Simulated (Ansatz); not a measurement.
Input file:

```yaml
crystal:
  periodic: [false, false, false]
  atoms:
    - {symbol: Al, position_ang: [0.000000, 0.000000, 2.058500]}
    - {symbol: Ga, position_ang: [0.000000, 0.000000, -0.249900]}
    - {symbol: H, position_ang: [0.000000, 0.000000, -1.808600]}
basis:
  gaussian: {orbitals: cc-pVDZ}
total_charge: 1
magnetization: {spin_polarized: false, initial_magnetization: 2}
correlation: {method: bccd_t, electrons: outside_noble_gas}
```

```sh
$ ansatz run in.yaml --threads 1 --pin off --events-out ev --progress --plain --max-ram 2393MiB
```

Roughly how long does this take on 1 thread of Arm Neoverse V1, shared host, and how much host memory?

2.9 s wall and 0.12 GiB.

```
548 factors; integrals over basis functions are off by at most 1.0e-3 eV
mean field evaluation 1: about -58922.9491 eV, gradient 6.4e0 eV
mean field evaluation 2: about -58922.9523 eV, gradient 6.4e0 eV
mean field evaluation 4: about -58923.7463 eV, gradient 1.6e0 eV
mean field evaluation 8: about -58923.8724 eV, gradient 2.1e-1 eV
mean field evaluation 16: about -58923.5643 eV, gradient 3.1e0 eV
mean field evaluation 32: about -58923.8766 eV, gradient 2.8e-3 eV
mean field evaluation 64: about -58920.4989 eV, gradient 1.2e-2 eV
mean field evaluation 96: about -58921.6103 eV, gradient 9.9e-2 eV
mean field evaluation 128: about -58921.6106 eV, gradient 4.1e-4 eV
mean field -58923.87519308 eV, -2165.4124733088 hartree, gradient 2.9e-6 eV, S^2 2.000000; 4 other end points of the search recorded, 0 dependent functions left out
determinant -58923.87519308 eV, -2165.4124733088 hartree, with singles and doubles -58926.36122550 eV, -2165.5038333151 hartree
determinant -58921.61064334 eV, -2165.3292526404 hartree, with singles and doubles -58924.52110784 eV, -2165.4362102382 hartree
determinant -58920.49892600 eV, -2165.2883977820 hartree, with singles and doubles -58923.26901184 eV, -2165.3901965590 hartree
19 core orbitals not correlated: weight in the atoms' cores, before any rotation towards them, 0.998 or more for the frozen orbitals, at most 0.001 for the correlated occupied ones
reference -58923.87519308 eV, -2165.4124733088 hartree; 4, 2 occupied and 27, 29 virtual orbitals, 548 factors
second order -1.78959973 eV of doubles, -0.03429768 eV of singles
cycle   1  -2.49182412 eV  change   -5.8e-3 eV  update   7.7e-3
cycle   2  -2.48724714 eV  change    4.6e-3 eV  update   4.0e-3
cycle   3  -2.48613991 eV  change    1.1e-3 eV  update   2.3e-3
cycle   4  -2.48726430 eV  change   -1.1e-3 eV  update   1.1e-3
cycle   5  -2.48762786 eV  change   -3.6e-4 eV  update   3.8e-4
cycle   6  -2.48772017 eV  change   -9.2e-5 eV  update   1.5e-4
cycle   7  -2.48776521 eV  change   -4.5e-5 eV  update   6.2e-5
cycle   8  -2.48776677 eV  change   -1.6e-6 eV  update   2.0e-5
cycle   9  -2.48776335 eV  change    3.4e-6 eV  update   6.7e-6
cycle  10  -2.48776131 eV  change    2.0e-6 eV  update   2.5e-6
perturbative correction -0.07566067 eV, -0.0027804783 hartree
Total energy: -58926.43861507 eV, -2165.5066773290 hartree
```

For the same geometry and basis full CI lies 32.7 meV lower.
